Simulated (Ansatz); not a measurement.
Cost and result for the atomization energy of `CCC1CO1` (13 atoms, 13 bonds).

```xyz
13

C     0.2541   -1.5707   -0.5568
C     0.5767   -0.0890   -0.6663
C    -0.5039    0.7653   -0.0759
C    -0.4463    1.2425    1.3018
O    -0.1772    2.1143    0.2155
H     1.0407   -2.1794   -1.0066
H    -0.6823   -1.8118   -1.0671
H     0.1496   -1.8757    0.4875
H     0.7119    0.1894   -1.7170
H     1.5175    0.1412   -0.1576
H    -1.4931    0.6408   -0.5189
H     0.4160    0.9851    1.9136
H    -1.3638    1.4481    1.8478
```

Total charge 0; spin multiplicity 1. The structure was optimised at the PBE0-D4/def2-TZVP level. It is one conformer, not always the lowest. Program: Ansatz. All runs use 4 threads of an Intel Xeon 6975P-C on a shared host. Times are those of one run each, without the atoms' runs, and a repeat can differ threefold. Electronic energies, without spin–orbit coupling; frozen cores. CCSD(T)/CBS adds CCSD(T) − MP2 in def2-TZVPP to the MP2 limit, and its time is that of the two runs behind it. T1 = 0.010. HSE06 is the plane-wave form, built on full-range PBE exchange.

CCSD(T)/CBS is a level of theory with its own doubt, some kJ/mol a heavy atom from the limit and from the frozen cores, so smaller differences don't rank the functionals.

| level | functions | wall time |
| --- | --- | --- |
| PBE-D4/def2-TZVPP (with forces) | 267 | 1.4 s |
| PBE0-D4/def2-TZVPP | 267 | 1.4 s |
| BHLYP-D4/def2-TZVPP | 267 | 1.5 s |
| HSE06-D4/def2-TZVPP | 267 | 1.6 s |
| CAM-B3LYP-D4/def2-TZVPP | 267 | 1.7 s |
| r2SCANh-D4/def2-TZVPP | 267 | 2.1 s |
| CCSD(T)/def2-SVP | 110 | 2.4 s |
| ωB97X-V/def2-TZVPP | 267 | 3.4 s |
| B97M-V/def2-TZVPP | 267 | 3.6 s |
| ωB97M-V/def2-TZVPP (with forces) | 267 | 4.8 s |
| MP2/def2-QZVPP | 525 | 15 s |
| CCSD(T)/def2-TZVPP | 267 | 51 s |
| CCSD(T)/CBS(def2) | – | 66 s |

(1) What atomization energy does each give, and how far from CCSD(T)/CBS? (An estimate is asked.)

Answers

(1) Ansatz gave: 
```csv
level,atomization (kJ/mol),difference from CCSD(T)/CBS,per bond
PBE-D4/def2-TZVPP (with forces),5339.8,137.5,10.6
PBE0-D4/def2-TZVPP,5249.1,46.8,3.6
BHLYP-D4/def2-TZVPP,5051.1,-151.2,-11.6
HSE06-D4/def2-TZVPP,5253.0,50.7,3.9
CAM-B3LYP-D4/def2-TZVPP,5229.4,27.1,2.1
r2SCANh-D4/def2-TZVPP,5196.4,-5.9,-0.5
CCSD(T)/def2-SVP,4991.8,-210.5,-16.2
ωB97X-V/def2-TZVPP,5218.9,16.6,1.3
B97M-V/def2-TZVPP,5217.2,14.9,1.1
ωB97M-V/def2-TZVPP (with forces),5221.8,19.5,1.5
MP2/def2-QZVPP,5235.9,33.6,2.6
CCSD(T)/def2-TZVPP,5084.7,-117.6,-9.1
CCSD(T)/CBS(def2),5202.3,0.0,0.0
```

The D4 term adds +33.0 kJ/mol with B3LYP and +17.4 kJ/mol with PBE0; it sums over pairs of atoms, weighted by their polarisabilities, and B3LYP, whose exchange is more repulsive, gets the larger term. From BLYP to BHLYP (50 % exact exchange), in def2-TZVPP and without D4, the atomization energy moves by −116.7 kJ/mol: exact exchange takes away binding that semilocal exchange gives to molecules. At CCSD(T), def2-SVP lies −210.5 kJ/mol from the extrapolated value and def2-TZVPP −117.7 kJ/mol: correlation converges slowly with the basis, and small sets miss more of it in the bonded molecule than in its fragments.

B3LYP here is the variant with VWN-RPA as its local correlation; programs differ in this.
